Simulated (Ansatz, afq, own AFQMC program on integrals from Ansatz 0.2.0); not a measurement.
## Where AFQMC and coupled cluster stand for SiH, doublet

```xyz
2

Si    0.0000    0.0000    0.0000
H     0.0000    0.0000    2.4870
```

Basis cc-pVTZ. Noble-gas cores (and the filled d shells of Ga–Kr and In–Xe) are frozen. Ansatz 0.2.0 and our own AFQMC program on the same integrals; the CISD trial comes from CCSD amplitudes, and released means the phaseless constraint is let go. Error bars are statistical, one sigma.

Determinant: UHF, the one that the program's search chose, which needn't be the lowest solution. The geometry is a point of a scan.

Full CI on the same integrals is exact in this basis and with this determinant's frozen core.

Cautions: strong correlation (T1 0.100, weight of the determinant 0.77, largest double 0.23); unrestricted determinant spin contaminated (⟨S²⟩ 1.43 against 0.75); the released energies are still falling, so no released level is given (meV from the phaseless value at times in 1/Eh: -8 ± 4 at 0.24, -15 ± 3 at 0.51, -22.7 ± 2.1 at 0.99, -30.1 ± 2.3 at 1.62, -40 ± 5 at 2.40), though the last usable value meets full CI within the noise.

* T1 diagnostic: 0.0998
* weight of the determinant in the CISD state: 0.768
* ⟨S²⟩ of the determinant: 1.426
* size of the correlated space: 5 electrons in 43 orbitals

Reference: full CI, correlation energy -2.884 eV. The cautions show a poor starting determinant, so the rows tell how each method copes with it here, and full CI is the sure value.

```csv
level,E − E(reference) (kJ/mol),share of correlation (%)
HF,278.3,0.00
MP2,107.9,61.23
CCSD,21.5,92.26
CCSD(T),8.0,97.14
CCSDT,0.8,99.70
CCSDT(Q),0.0,99.99
CCSDTQ,0.0,100.00
ph-AFQMC/HF,10.3 ± 1.6,96.30
ph-AFQMC/CISD,4.1 ± 0.5,98.52
```

CCSDT and higher add their correlation energy to the determinant of the CCSD(T) run, since their own runs factorise the integrals more tightly (a shift of under 2 meV). A walk keeps the symmetry of its determinant, which the program's search chose and which needn't be the lowest solution, so a lower state of the same spin and another symmetry isn't excluded.
